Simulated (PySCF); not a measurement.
SiH4, SMILES [SiH4].

Coordinates come from a ωB97X-D3(BJ)/def2-TZVPD optimisation. The isomer is the one that the SMILES or the coordinates give; other isomers of the formula were not compared.

These are CAM-B3LYP/def2-TZVPD run with PySCF values and carry that method's errors.

Isolated molecule, no solvent.

Question: Estimate the frontier levels, gap, dipole moment and polarisability. (An estimate is asked for; the answer gives what the named calculation found.)

Answer: 
| Quantity | Value |
|---|---|
| highest occupied level | -11.31 eV |
| lowest empty level | 0.94 eV |
| orbital gap | 12.25 eV |
| dipole moment | 0.00 D |
| quadrupole, principal values (traceless, Buckingham form, about the centre of nuclear charge) | 0.00, 0.00, 0.00 D·Å |
| mean static polarisability | 31.6 bohr³ (4.68 Å³) |
| polarisability, principal values | 31.6, 31.6, 31.6 bohr³ |
